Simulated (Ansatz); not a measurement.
We consider bcc Li, described by PBEsol-D3(BJ) (plane waves, PAW; Ansatz, an electronic-structure program).

Run with plane-wave cutoff 520 eV, 22×22×22 k mesh, Fermi–Dirac smearing 0.05 eV, scalar-relativistic PAW data made under PBE.

Cell (relaxed at this level):

Space group Im-3m (No. 229); a = b = c = 3.328 Å, α = β = γ = 90.00°

| atom | site | symmetry | x | y | z |
|---|---|---|---|---|---|
| Li | 2a | m-3m | 0.0000 | 0.0000 | 0.0000 |
(The calculation used a cell of 1 atom; values per cell refer to that cell.)

Question: Give the computed bulk modulus B0 and pressure derivative B′ of the bulk modulus.

Answer: 
bulk modulus B0: 15.6 GPa
pressure derivative B′ of the bulk modulus: 3.4

The run finds no gap.

Measured, for comparison: bulk modulus 13.8 GPa (corrected for temperature and zero-point phonon effects, our sources range from 13.1 to 13.9; as tabulated in Levämäki et al. (2014), arXiv:1402.3671). Computed (rounded) less measured: bulk modulus +13 % (+12 % to +19 % over the range).

Static lattice: no zero-point or thermal effects.
